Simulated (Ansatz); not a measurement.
Reaction (SMILES): C#N (CH-N) → C atom + H atom + N atom
B3LYP-D3(BJ)/def2-TZVP geometries, fixed; electronic energies without zero-point terms.

The atomisation energy at CCSD(T) with Ansatz (a first-principles code), in kcal/mol, split into its Hartree-Fock and correlation parts. Cores are frozen. Open shells are unrestricted. No added dispersion term, no relativity. Functions are those of the species that has most.

```csv
basis,X,functions,Hartree-Fock,CCSD(T)
aug-cc-pVDZ,2,55,193.12,283.31
aug-cc-pVTZ,3,115,199.05,302.57
aug-cc-pVQZ,4,206,199.78,308.03
```

Worked estimate of the basis-set limit from each neighbouring pair, with Hartree-Fock from the larger set and the correlation part extrapolated as X^-3.
Correlation parts: X = 2: 90.19, X = 3: 103.52, X = 4: 108.25.
- (2,3): (27·(103.52) - 8·(90.19))/19 = 109.13; with Hartree-Fock 199.05 the estimate is 308.18 kcal/mol.
- (3,4): (64·(108.25) - 27·(103.52))/37 = 111.70; with Hartree-Fock 199.78 the estimate is 311.48 kcal/mol.
The last two estimates differ by 3.30 kcal/mol; the largest set lies 3.45 from the last. Over the last step Hartree-Fock moves by 0.73 and the correlation part by 4.73.
